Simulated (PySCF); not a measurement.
How well do the runs reproduce experiment for anisole?

**What was measured.**

NIST CCCBDB Release 22 (SRD 101), experimental dipoles lists, for the gas: dipole moment 1.262 D.

The results are set against them at the end.

Anisole, C7H8O.
Numbering: `[CH3:1][O:2][c:3]1[cH:4][cH:5][cH:6][cH:7][cH:8]1` (hydrogens: H9, H10, H11 on C1; H12 on C4; H13 on C5; H14 on C6; H15 on C7; H16 on C8)

Cartesian coordinates in Å at the PBE0-D3(BJ)/def2-TZVP level; atoms count from 1:
```xyz
16
C7H8O angstrom
C     -2.6381    0.2829   -0.2509
O     -1.5861   -0.4073   -0.8765
C     -0.3394   -0.2385   -0.3793
C      0.6803   -0.9173   -1.0448
C      1.9845   -0.8074   -0.6052
C      2.2962   -0.0223    0.4995
C      1.2801    0.6493    1.1551
C     -0.0383    0.5497    0.7264
H     -3.5393    0.0360   -0.8095
H     -2.7635   -0.0322    0.7911
H     -2.4818    1.3669   -0.2810
H      0.4223   -1.5249   -1.9041
H      2.7686   -1.3399   -1.1309
H      3.3203    0.0619    0.8416
H      1.5061    1.2650    2.0183
H     -0.8149    1.0838    1.2576
```

Runs made with PySCF (gas phase, on this PBE0-D3(BJ)/def2-TZVP geometry; no spin–orbit coupling):

| level | job | basis functions |
| --- | --- | --- |
| PBE0-D3(BJ)/def2-TZVP, grid level 2 | geometry optimisation from a GFN2-xTB start shaken at random | 296 |
| B97-2/pcSseg-2 | shieldings, ring-centre shieldings | 400 |
| KT3/pcSseg-2 | shieldings, ring-centre shieldings | 400 |
| PBE0/pcSseg-2 | shieldings, ring-centre shieldings, charges and field gradients | 400 |
| wB97X-D/pcSseg-2 | shieldings, ring-centre shieldings | 400 |

**Comparison with experiment**

**Dipole moment.** Measured: 1.262 D (NIST CCCBDB Release 22 (SRD 101), experimental dipoles).

```csv
level,computed (D),computed − measured (D),% (from the printed values)
PBE0-D3(BJ)/def2-TZVP,1.278,+0.016,+1
B97-2/pcSseg-2,1.301,+0.039,+3
KT3/pcSseg-2,1.272,+0.010,+1
PBE0/pcSseg-2,1.304,+0.042,+3
wB97X-D/pcSseg-2,1.307,+0.045,+4
```

All 5 levels lie above the measurement. The computed dipoles belong to one fixed geometry; measured ones are averaged over vibrations unless marked μe. Magnitudes are compared, not signs.

The geometry is computed, not the measured one. Where a level misses, the cause wasn't examined.
